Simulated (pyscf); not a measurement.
**Four-centre exchange: H₃Si–AsH₂ + silane (SiH₄) → H₃Si–AsH–SiH₃ + hydrogen (H₂)**

Gas phase, singlet surface, charge 0. Bonds broken: As1–H3, Si8–H9. Bonds formed: As1–Si8, H3–H9. Single points on ωB97X-D3(BJ)/def2-SVP structures (PySCF, gas phase).

Transition state (Å):

```xyz
12

As    -1.0798    -0.9730     1.3867
Si     1.1385    -0.8448     0.6672
H     -0.9421     0.6348     0.2427
H     -0.8672     0.0371     2.5054
H      2.0921    -0.8804     1.8117
H      1.3778     0.4260    -0.1008
H      1.4221    -1.9795    -0.2582
Si    -2.5595     0.6258    -0.2660
H     -0.9958     1.3579    -0.4234
H     -2.4685    -0.4117    -1.3182
H     -3.5541     0.4267     0.8306
H     -3.0289     1.9141    -0.8929
```

One imaginary mode, 1451i cm⁻¹; descent along it reached the two sides named.

| bond | change | reactant side (Å) | saddle | product side |
|---|---|---|---|---|
| As1–H3 | breaks | 1.519 | 1.978 | 4.8 |
| Si8–H9 | breaks | 1.489 | 1.734 | 3.7 |
| As1–Si8 | forms | 3.7 | 2.7 | 2.348 |
| H3–H9 | forms | 3.3 | 0.985 | 0.760 |

Electronic energies relative to the separated reactants (eV):

```
level                   barrier  reaction energy  reverse barrier
----------------------  -------  ---------------  ---------------
ωB97X-D3(BJ)/def2-TZVP     2.57            -0.33             2.91
PBE/def2-TZVP              2.27            -0.17             2.44
r²SCAN/def2-TZVP           2.39            -0.19             2.57
B3LYP-D3(BJ)/def2-TZVP     2.54            -0.15             2.70
PBE0-D3(BJ)/def2-TZVP      2.35            -0.22             2.57
M06-2X/def2-TZVP           2.60            -0.21             2.81
ωB97M-D3(BJ)/def2-TZVP     2.67            -0.11             2.78
HF/def2-TZVP               3.64            +0.17             3.47
```

With ωB97M-D3(BJ)/def2-TZVP energies and thermal terms (ideal gas, 1 atm, RRHO with modes under 100 cm⁻¹ raised to 100, one conformer, R ln 2 for rigid chiral ones), in eV:

```tsv
T (K)	ΔH‡	ΔG‡	ΔH	ΔG
298	2.64	3.05	-0.15	-0.10
600	2.66	3.46	-0.09	-0.07
900	2.69	3.85	-0.05	-0.07
1200	2.73	4.23	-0.03	-0.08
```

At the saddle there is also a short H–Si contact that neither side keeps. One saddle was located; it need not be the lowest between these sides. Elements up to Kr have no core potential and no relativistic terms here.
